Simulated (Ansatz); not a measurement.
[GeH$_{3}$···H···S], triplet: reading a ladder of total energies

Geometry: a point of a hydrogen-transfer path between rigid fragments, not a stationary point.

```xyz
6

Ge   -0.9977    0.0000    0.0000
H    -1.5091    1.4466    0.0000
H    -1.5091   -0.7233    1.2528
H    -1.5091   -0.7233   -1.2528
H     0.7353    0.0000    0.0000
S     2.3793    0.0000    0.0000
```

Basis cc-pVDZ; Ansatz 0.2.0. Only valence electrons are correlated (noble-gas cores and the filled d shells of p-block atoms frozen), which leaves 14 electrons in 46 orbitals. Prefix R: restricted or restricted open-shell reference. No spin–orbit coupling is included, and no scalar relativity.

Full CI isn't at hand for all of this; RCCSDT(Q) serves as the reference, and is uncertain by about the last step of the cluster series.

Runs differ by some tens of microhartree through their thresholds and, for an open shell, their frozen cores, so steps under 0.03 kcal/mol mean nothing.

| level | total energy (hartree) |
| --- | --- |
| RHF | -2475.097295 |
| RMP2 | -2475.319502 |
| RCCSD | -2475.364871 |
| RCCSD(T) | -2475.370427 |
| RCCSDT | -2475.371489 |
| RCCSDT(Q) | -2475.371800 |

Task: What is the correlation energy at RCCSDT(Q), and what share of it do RMP2 and RCCSD(T) recover?

Result: E(corr) = -2475.371800 − (-2475.097295) = -0.274505 hartree = -7.470 eV. RMP2: -0.222207 / -0.274505 = 80.95 %. RCCSD(T): -0.273132 / -0.274505 = 99.50 %.

Task: By how many kcal/mol does RCCSD(T) miss RCCSDT(Q) (1 hartree = 627.509 kcal/mol), and which steps make up the rest?

Result: -2475.370427 − (-2475.371800) = 0.001373 hartree = 0.86 kcal/mol. Steps: RCCSDT − RCCSD(T) = -0.67, RCCSDT(Q) − RCCSDT = -0.20 kcal/mol. Differences between like states or geometries often cancel part of this.
